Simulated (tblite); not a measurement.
# Cl2H4S: the cost of one run

Computed with tblite 0.8.0 and PySCF 2.14.0; each step states its level. No surroundings beyond the atoms listed, unless a continuum is named. Atoms count from 0, parts from 1.

## 1. The system as given

7 atoms, charge 0, multiplicity 1; geometry: rigid parts in contact. Parts: 1 = atoms 0–2, `S`, charge 0; 2 = atoms 3–4, `Cl`, charge 0; 3 = atoms 5–6, `Cl`, charge 0.

## 2. Docking the parts with GFN2-xTB

What the job is given:

```
{"job": {"kind": "dock", "xc": "GFN2-xTB", "basis": "xTB"}, "charge": 0, "multiplicity": 1, "parts": [{"atoms": "0-2", "charge": 0, "multiplicity": 1}, {"atoms": "3-4", "charge": 0, "multiplicity": 1}, {"atoms": "5-6", "charge": 0, "multiplicity": 1}]}
S     -0.192715     0.649490     0.136518
H     -0.971224    -0.405621     0.338942
H      0.879816    -0.108280    -0.039442
Cl     1.342238    -1.722895    -2.271600
H      0.079246    -1.833471    -2.101405
Cl    -2.048014     1.483935    -2.955429
H     -1.277254     1.432842    -1.926997
```

Method: GFN2-xTB search for minima from random contacts, gas phase.

The run is started by

```bash
> OMP_NUM_THREADS=1 python cluster_run.py task.json out
```

This one command runs all jobs of the session in turn.

**Question.** How long does this first job take on 1 thread of Intel Xeon Platinum 8488C, shared host?

About 4.5 s.
